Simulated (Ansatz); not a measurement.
Two structures, one formula

The two ends of one reaction step of C$_{2}$H$_{5}$Al, singlet (PBE0-D4/def2-TZVP).

A:

```xyz
8
angstrom
Al -0.8524 -0.5465 -1.0830
H -0.3493 0.2042 1.7393
H -0.8049 -0.8334 -2.6438
H -2.1453 -0.8855 -0.2244
C 0.6484 0.2281 -0.1326
C 0.5534 0.4488 1.1824
H 1.5892 0.5035 -0.6094
H 1.3609 0.8810 1.7716
```

B:

| atom | x (Å) | y (Å) | z (Å) |
| --- | --- | --- | --- |
| Al1 | -0.8500 | -0.7210 | -0.2789 |
| H2 | -0.8407 | -1.4118 | 1.1598 |
| H3 | -0.1363 | -1.4711 | -1.4888 |
| H4 | -1.9795 | 0.3544 | -0.6005 |
| C5 | 0.8848 | 1.0146 | -0.2618 |
| C6 | 0.9818 | 0.5781 | 0.8563 |
| H7 | 0.8502 | 1.4458 | -1.2376 |
| H8 | 1.0896 | 0.2110 | 1.8516 |

Ansatz 0.2.0; basis: def2-TZVPP; cores frozen in the correlated methods. B3LYP uses VWN-RPA correlation.

(1) Which structure is lower at CCSD(T), and by how much? (To be estimated.)

The T1 diagnostic stays at or below 0.012.

Results:

(1) The calculation gives: A, by 1.627 eV (electronic energy, against the other). By their contacts, A is C₂H₅Al ([CH2][CH][AlH2]) and B is a complex of C₂H₂ (C#C) + AlH₃.

All methods give the same order:

```
      method  E(B) − E(A) (eV)
       SPW92             1.763
      PBE-D4             1.695
     BLYP-D4             1.611
   r2SCAN-D4             1.692
      B97M-V             1.661
     PBE0-D4             1.776
    B3LYP-D4             1.688
  r2SCAN0-D4             1.759
    BHLYP-D4             1.765
CAM-B3LYP-D4             1.708
     wB97X-V             1.711
     wB97M-V             1.637
      B2PLYP             1.651
    PBE-QIDH             1.749
  RPA on PBE             1.661
          HF             1.700
         MP2             1.596
        CCSD             1.653
     CCSD(T)             1.627
```

Labels in which every atom is bracketed show which atoms are joined, not bond orders.

For scale, one of the runs: CCSD(T)/def2-TZVPP, 174 basis functions, launched by `ansatz run in.yaml --threads 2 --pin off --events-out ev --progress --plain --max-ram 4352MiB`. The run took 12 s on 2 CPU threads of an AMD EPYC 7R13 (shared host), with 1.5 GiB of host memory at its peak.
